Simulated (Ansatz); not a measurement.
## SbAs: a prediction, then the measurements

The calculation used DFT r2SCAN, scalar-relativistic, plane waves, PAW (Ansatz).

Settings: cutoff 500 eV, Γ-centred mesh 12×12×12 on the computed 2-atom cell, Gaussian smearing of 0.10 eV; no spin polarisation.

Relaxed structure, symmetry kept:

```cif
data_structure
_symmetry_space_group_name_H-M 'R3m:H'
_symmetry_Int_Tables_number 160
_cell_length_a 4.0648
_cell_length_b 4.0648
_cell_length_c 11.1595
_cell_angle_alpha 90.000
_cell_angle_beta 90.000
_cell_angle_gamma 120.000
_cell_volume 159.68
loop_
_atom_site_label
_atom_site_type_symbol
_atom_site_symmetry_multiplicity
_atom_site_Wyckoff_symbol
_atom_site_fract_x
_atom_site_fract_y
_atom_site_fract_z
_atom_site_occupancy
Sb1 Sb 3 a 0.66667 0.33333 0.10462 1
As1 As 3 a 0.00000 0.00000 0.22871 1
```

| Property | Result |
| --- | --- |
| Space group | R3m (No. 160) |
| Volume per atom | 26.61 Å³ |
| Formation energy from the elements' standard states (uncorrected) | 0.000 eV/atom |
| Generalised Kohn–Sham band gap | none (metal) |
| Density of states at the Fermi level | 0.14 states/eV per cell (so small that it hangs on the mesh: a semimetal, or crossings between mesh points) |
| Löwdin character within 0.5 eV of the Fermi level | Sb 5p 43 %, As 4p 36 %, As 4s 10 %, Sb 5s 8 % |
| Bader charges (e) | Sb (1 in the cell) 0.43, As (1 in the cell) -0.43 |

Spin-orbit coupling is left out, which matters for the bands of heavy elements.

**Experimental background.**

“Antimony arsenide: Chemical ordering in the compound SbAs”, 2012, arxiv:1210.1986 reports, for a bulk crystal of SbAs at 300 K: lattice constant a 4.0655 ± 0.0007 Å; lattice constant c 10.889 ± 0.003 Å.

Measured lattice constant a of SbAs: 4.0655 Å (300 K; the paper above). This calculation gives 4.065 Å (0.0 %). A measured lattice constant c of SbAs is 10.889 Å (300 K; the paper above); the calculated 11.160 Å misses it by +2.5 %. The calculation is for 0 K without zero-point motion.